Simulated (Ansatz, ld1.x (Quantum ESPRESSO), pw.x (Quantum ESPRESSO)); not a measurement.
vanadium (V): one change to the PAW potential, in the atom and in the bcc crystal

```
Element                 : V
Generator               : ld1.x (Quantum ESPRESSO) 7.5
Type                    : PAW
Functional              : LDA (PW92)
Relativity              : scalar-relativistic
Frozen core             : [Ar]
Valence charge          : 5
Reference configuration : 3d3 4s0 4p0 (charge +2)
Partial waves           : 4s (bound, empty): rcut 1.80, rcutus 2.40 bohr; 4s channel at 2.65 Ry: rcut 1.80, rcutus 2.40 bohr; 4p (bound, empty): rcut 1.95, rcutus 2.60 bohr; 4p channel at 3.7 Ry: rcut 1.95, rcutus 2.60 bohr; 3d (bound): rcut 1.95, rcutus 2.10 bohr; 3d channel at 1.1 Ry: rcut 1.95, rcutus 2.10 bohr
Local potential         : all-electron potential smoothed inside 1.85 bohr (lloc = -2)
Core correction         : Bessel-smoothed model core inside 1.40 bohr
Augmentation charge     : BESSEL, radius 1.95 bohr
```

Change: waves 3d (bound): rcut 1.84, rcutus 1.96 bohr; 3d channel at 1.1 Ry: rcut 1.84, rcutus 1.96 bohr.

Cutoffs, loose and tight: the cutoffs (Ry, on a coarse ladder) from which the occupation-weighted sum of valence levels, in a spherical-Bessel basis at the reference potential, stays within 10 and 1 mRy of its value at 400 Ry. They do not see the model core or the augmentation charge, which bear on the density cutoff. Test errors are all-electron minus pseudo excitation energies from the reference, over the configurations 3d3 4s2 4p0; 3d3 4s1 4p0; 3d2 4s0 4p0; 3d2 4s2 4p0; 3d3.5 4s1.5 4p0; 3d1 4s0 4p0; 3d4 4s0 4p0 (two spin-polarised tests are not counted in the largest error); variants that change the core or the reference have their own tests.

Crystal test: bcc V in pw.x 7.5, no spin, 16³ k-points, Fermi–Dirac smearing 0.01 Ry, cutoffs set for each file from its atomic test. The reference is all-electron LAPW (Ansatz 0.2.0) with the same functional, mesh and smearing; V0 and B0 come from Birch–Murnaghan fits to the pressures at five volumes. Errors are pseudo minus all-electron; Δ is the rms difference of the E(V) curves that follow from these fits, minima aligned, over ±6 % about the mean V0. Mesh and smearing are coarse, so the numbers serve the comparison and aren't converged zero-temperature values; the lattice is a test structure that the element need not adopt.

All-electron: a0 = 2.929 Å (V0 = 12.57 Å³/atom), B0 = 206.3 GPa.

**Question.** Does the change bring the crystal closer to the all-electron result?

**Answer.** The mean pressure error goes from +2.13 to +0.91 GPa, so the change moves the solid closer to the all-electron pressures. The B0 error goes the other way, from +0.9 to +2.0 %.

| quantity | base | changed |
| --- | --- | --- |
| outcome (atom) | generated | generated |
| cutoff, loose (atom) | 21 Ry | 25 Ry |
| cutoff, tight (atom) | 35 Ry | 40 Ry |
| bound ghosts (atom) | none | none |
| largest test error (meV) (atom) | test run stopped at test 1 of 9 (negative rho) | test run stopped at test 1 of 9 (negative rho) |
| cutoffs in pw.x (Ry) | 45/360 | 50/400 |
| a0 (Å) | 2.938 | 2.933 |
| a0 error (%) | +0.31 | +0.13 |
| B0 error (%) | +0.9 | +2.0 |
| Δ (meV/atom) | 5.5 | 2.3 |
| mean pressure error (GPa) | +2.13 | +0.91 |

Base: The largest radius (2.60 bohr) exceeds half the bond length (2.39 bohr), so the spheres overlap, which is one possible source of error among others. Atomic configuration tests: test run stopped at test 1 of 9 (negative rho). Changed file: The largest radius (2.60 bohr) exceeds half the bond length (2.39 bohr), so the spheres overlap, which is one possible source of error among others. Atomic configuration tests: test run stopped at test 1 of 9 (negative rho). The atomic cutoffs weigh occupied waves only.
